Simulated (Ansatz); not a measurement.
Bulk modulus B0 (GPa) of solids drawn from the class of halides, at two levels: PBE (Ansatz, a program for electronic structure, plane waves, PAW), and r²SCAN (PAW; Ansatz).

| solid | PBE | r²SCAN |
|---|---|---|
| cubic perovskite KMgF₃ | 66.1 | 78.1 |
| rock-salt AgCl | 41.9 | ? |
| rutile MnF₂ | 82.7 | 96.2 |
| fluorite SrCl₂ | 33.6 | 37.5 |
| fluorite CdF₂ | 93.5 | 113 |
| cubic perovskite KZnF₃ | 69.9 | 84.6 |

Estimate the withheld r²SCAN value from the other rows.

One way: carry over the typical ratio. The ratios r²SCAN / PBE of the other rows, in order: 1.116, 1.163, 1.182, 1.209, 1.210; median 1.182. Rock-salt AgCl: 41.9 × 1.182 = 49.5 GPa; the run gives 50.5 GPa. The ratios spread from 1.116 to 1.210, so such an estimate is rough.

Over all 6 rows r²SCAN is the larger in 6.

Ansatz's runs of these crystals have no spin polarisation, but for rutile MnF2.

Density-functional runs with spin start from opposed moments for rutile MnF2.

Each level is taken at its own relaxed cell. Ansatz's density-functional and Hartree–Fock values are scalar-relativistic unless marked +SOC, with PAW data made under PBE.
